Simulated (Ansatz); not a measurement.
**SiH4S (Si(SH)H3): methods side by side**

SiH4S: 6 atoms, total charge 0, spin state singlet. As SMILES, `[H][Si]([H])([H])S`. Geometry: relaxed at GFN2-xTB.

Each level gives the electronic atomisation energy (eV). The values are calculated. Electronic energies at fixed atoms, without zero-point motion or spin-orbit coupling.

| level | kind | program | value (eV) | less FCI/STO-3G | CPU time (all runs) |
| --- | --- | --- | --- | --- | --- |
| HF/STO-3G | Hartree–Fock | Ansatz | 17.68 | -2.12 | 0.2 s |
| BHLYP/STO-3G | global hybrid | Ansatz | 22.16 | +2.36 | 1.8 s |
| r2SCAN0/STO-3G | hybrid meta-GGA | Ansatz | 22.51 | +2.71 | 5.9 s |
| wB97M-V/STO-3G | range-separated hybrid | Ansatz | 23.54 | +3.74 | 25 s |
| RPA@PBE/STO-3G | RPA | Ansatz | 19.37 | -0.43 | 3.3 s |
| MP2/STO-3G | perturbation theory | Ansatz | 19.18 | -0.62 | 0.24 s |
| CCSD(T)/STO-3G | coupled cluster or CI | Ansatz | 19.80 | 0.00 | 0.32 s |
| CCSDT/STO-3G | coupled cluster or CI | Ansatz | 19.80 | 0.00 | 0.64 s |
| FCI/STO-3G | exact in the basis | Ansatz | 19.80 | 0.00 | 2.5 s |

FCI/STO-3G is exact within its basis and frozen core, so for wave-function methods in that basis the difference is their error; functionals converge differently with the basis, so for them it is only a difference. The values span 17.68 to 23.54 eV. All rows use very small basis sets, so even the best lies far from the true value. Times are those of the runs behind each value, whatever else they computed, on shared processors of several kinds: orders of magnitude only.
